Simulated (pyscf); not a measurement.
5 gas-phase steps of one pattern: four-centre exchange on the singlet surface, Ge–O + H–O or H–O + O–Si broken and Ge–O + H–O or H–O + O–Si formed. Structures and frequencies: ωB97X-D3(BJ)/def2-SVP in PySCF. Electronic energies in eV, from the separated reactants; ΔE‡ and ΔE at ωB97M-D3(BJ)/def2-TZVP. Rows were drawn at random from the steps of this pattern with a verified saddle, stable references and no exit in the data more than 5 kcal/mol lower.

```
row                                                 step     ΔE   ΔE‡
---  ---------------------------------------------------  -----  ----
1    HO–Si(OH)(F)–F + HO–SiH₃ → HO–Si(F)(F)–O–SiH₃ + H₂O  -0.15     ?
2             HO–SiH₂–F + HO–SiH₃ -> F–SiH₂–O–SiH₃ + H₂O  -0.14  0.95
3                 H₃Ge–O–GeH₃ + H₂O -> HO–GeH₃ + HO–GeH₃  +0.09  0.98
4                  H₃Si–O–GeH₃ + H₂O → HO–SiH₃ + HO–GeH₃  +0.14  1.04
5                  H₃Si–O–SnH₃ + H₂O → HO–SiH₃ + HO–SnH₃  +0.18  0.93
```

Task: From a straight line through the complete rows, estimate the missing barrier and say how far the line can be trusted.

Result: Over the 4 complete rows the means are +0.07 (ΔE) and 0.97 (ΔE‡); least squares gives b = 0.08 and a = 0.97 eV, with residuals of 0.04 eV (root mean square; largest 0.06, row 4). For row 1: 0.97 + 0.08 × (-0.15) = 0.96 eV, an extrapolation. The computed barrier is 0.92 eV, 0.04 under the line. The scatter is large against the spread of the barriers, so the line says little here. Each barrier is that of the saddle found. Elements up to Kr have no core potential and no relativistic terms here. Elements past Kr carry the def2 core potentials, without spin-orbit coupling.
